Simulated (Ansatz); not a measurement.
# C3H6FN: one species, many methods

Aim: compute C3H6FN with functionals from several rungs and with coupled cluster, and see how far each lands from CCSD(T) at the basis-set limit for the atomisation energy.

Computed with Ansatz 0.2.0, Gaussian basis. Level: functionals in def2-TZVPP, the program's frozen cores in correlated methods.

The runs, in order: PBE-D4, r2SCAN-D4, PBE0-D4, B3LYP-D4, ωB97X-V, ωB97M-V, B2PLYP; CCSD(T)/def2-TZVPP; MP2/def2-QZVPP; extrapolation to the limit.

### Step 1. The relaxed structure

The geometry comes from an earlier relaxation with PBE0-D4 in a triple-zeta def2 set; it is a stationary point, not always the lowest conformer.

SMILES `CC(F)C=N`, 11 atoms, charge 0, spin multiplicity 1.

Atoms are counted from 1 here; the program's logs count them from 0.

Bond lengths: C1–C2 1.511 Å, C1–H6 1.092 Å, C1–H7 1.092 Å, C1–H8 1.091 Å, C2–F3 1.384 Å, C2–C4 1.503 Å, C2–H9 1.098 Å, C4–N5 1.259 Å, C4–H10 1.095 Å, N5–H11 1.023 Å. Angles: C2–C1–H6 110.2°, C2–C1–H7 110.2°, C2–C1–H8 110.3°, H6–C1–H7 108.5°, H6–C1–H8 108.5°, H7–C1–H8 109.1°, C1–C2–F3 109.4°, C1–C2–C4 112.2°, C1–C2–H9 110.3°, F3–C2–C4 109.4°, F3–C2–H9 106.9°, C4–C2–H9 108.5°, C2–C4–N5 126.7°, C2–C4–H10 114.5°, N5–C4–H10 118.8°, C4–N5–H11 109.9°.

### Step 2. PBE-D4 (GGA)

File in.yaml:

```yaml
crystal:
  periodic: [false, false, false]
  atoms:
    - {symbol: C, position_ang: [-1.035285, 0.386037, 0.796079]}
    - {symbol: C, position_ang: [0.249093, -0.310208, 0.410249]}
    - {symbol: F, position_ang: [-0.006042, -1.651191, 0.182027]}
    - {symbol: C, position_ang: [0.877812, 0.293631, -0.814380]}
    - {symbol: N, position_ang: [1.112309, -0.289128, -1.904900]}
    - {symbol: H, position_ang: [-0.845930, 1.443180, 0.994865]}
    - {symbol: H, position_ang: [-1.763779, 0.310264, -0.013297]}
    - {symbol: H, position_ang: [-1.454358, -0.065367, 1.696038]}
    - {symbol: H, position_ang: [0.972152, -0.258865, 1.235042]}
    - {symbol: H, position_ang: [1.140585, 1.352052, -0.714879]}
    - {symbol: H, position_ang: [0.818743, -1.267306, -1.846444]}
basis:
  gaussian: {orbitals: def2-TZVPP}
hamiltonian: {xc: pbe, dispersion: d4}
output: {forces: true, orbitals: {seedname: orbitals}}
```

Started as:

```
> ansatz run in.yaml --threads 4 --pin off --events-out ev --progress --plain --max-ram 10444MiB
```

The runs that follow: r2SCAN-D4 (meta-GGA); PBE0-D4 (hybrid); B3LYP-D4 (hybrid); ωB97X-V (range-separated); ωB97M-V (range-separated); B2PLYP (double hybrid); CCSD(T) in def2-TZVPP; MP2 in def2-QZVPP.

**Question.** What will the summary of the whole plan be? Wanted: atomisation energy, CCSD(T)/CBS; farthest; mean size of error, hybrid; mean size of error, range-separated; gap, smallest and largest; T1 diagnostic; triples share of the correlation energy.

The runs gave:

| quantity | value |
| --- | --- |
| atomisation energy, CCSD(T)/CBS | 45.217 eV |
| functionals within 0.226 eV (0.5 %) | r2SCAN-D4, B3LYP-D4, ωB97X-V |
| farthest | PBE-D4 (+1.453 eV) |
| mean size of error, hybrid | 0.265 eV |
| mean size of error, range-separated | 0.199 eV |
| gap, smallest and largest | 4.77 eV (PBE-D4), 12.27 eV (ωB97X-V) |
| T1 diagnostic | 0.0115 |
| triples share of the correlation energy | 3.8 % |

**Reading.** PBE-D4 is off by +1.453 eV. Double hybrids carry the basis error of their MP2 part in triple zeta, and no dispersion term here, so their miss is partly the set-up's. Misses under about 0.226 eV are within the doubt on the reference itself, which lacks core-valence correlation, relativity and higher excitations. Hartree-Fock recovers 71 % of the binding; the rest is correlation. The gap grows from 4.8 to 12.3 eV across the functionals, mostly with the share of exact exchange.
